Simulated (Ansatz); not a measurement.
# Structure relaxation of BaBe

All numbers below come from Ansatz, DFT PBE, scalar-relativistic, plane waves, PAW. Cutoff 420 eV, Γ-centred k mesh, Gaussian smearing, no spin polarisation in the final step.

The start is a random cell of BaBe with space group Fmmm (No. 69), drawn with lower limits on the distances.

```
CELL_PARAMETERS angstrom
0.00000 3.51416 5.18364
3.06951 0.00000 5.18364
3.06951 3.51416 0.00000
ATOMIC_POSITIONS crystal
Ba 0.00000 0.50000 0.00000
Ba 0.50000 0.00000 0.50000
Be 0.12500 0.12500 0.87500
Be 0.87500 0.87500 0.12500
```

Steps on the 4×4×4 mesh (4 atoms). 12 of 17 steps are shown, and the free energy counts from the last. Trial steps that were taken back and renewals of the plane-wave basis can be among the rows.

| step | ΔF (meV/atom) | V (Å³/atom) | P (GPa) | largest force component (eV/Å) |
| --- | --- | --- | --- | --- |
| 1 | 2227.6 | 27.96 | 23.98 | 9.331 |
| 2 | 1211.3 | 29.13 | 14.23 | 5.873 |
| 4 | 467.4 | 32.42 | 7.22 | 0.230 |
| 5 | 332.6 | 34.83 | 4.90 | 0.482 |
| 7 | 171.4 | 39.73 | 2.43 | 0.130 |
| 8 | 124.8 | 42.34 | 1.49 | 0.057 |
| 10 | 83.2 | 46.04 | 0.19 | 0.009 |
| 11 | 79.9 | 46.45 | -0.03 | 0.000 |
| 13 | 16.2 | 47.25 | 0.48 | 0.028 |
| 14 | 6.3 | 47.75 | 0.25 | 0.016 |
| 16 | 0.3 | 48.04 | 0.02 | 0.030 |
| 17 | 0.0 | 48.04 | 0.03 | 0.030 |

A final relaxation ran on a 10×10×10 mesh. The relaxed crystal, Fmmm (No. 69):

Space group Fmmm (No. 69). a = 7.794 Å, b = 9.772 Å, c = 10.074 Å, α = 90.00°, β = 90.00°, γ = 90.00°
| atom | site | symmetry | x | y | z |
| --- | --- | --- | --- | --- | --- |
| Ba | 8c | 2/m.. | 0.0000 | 0.7500 | 0.2500 |
| Be | 8h | m2m | 0.5000 | 0.6007 | 0.0000 |

For BaBe, the volume per atom is 47.95 Å³ and the density is 2.53 g/cm³. The energy over the elements is 1.24 eV/atom and the gap on the 10×10×10 mesh is 0 eV (a metal).

Formation energies are uncorrected and refer to the elements' standard structures at the same level.

The final run used a 10×10×10 mesh on its 4-atom cell and 0.10 eV smearing. For metals, differences of a few meV/atom aren't resolved.

A structure relaxed within its symmetry needn't be a true minimum.

Cost: 2 runs of about 3.4 core-minutes in all, on Arm Neoverse V2 (shared hosts).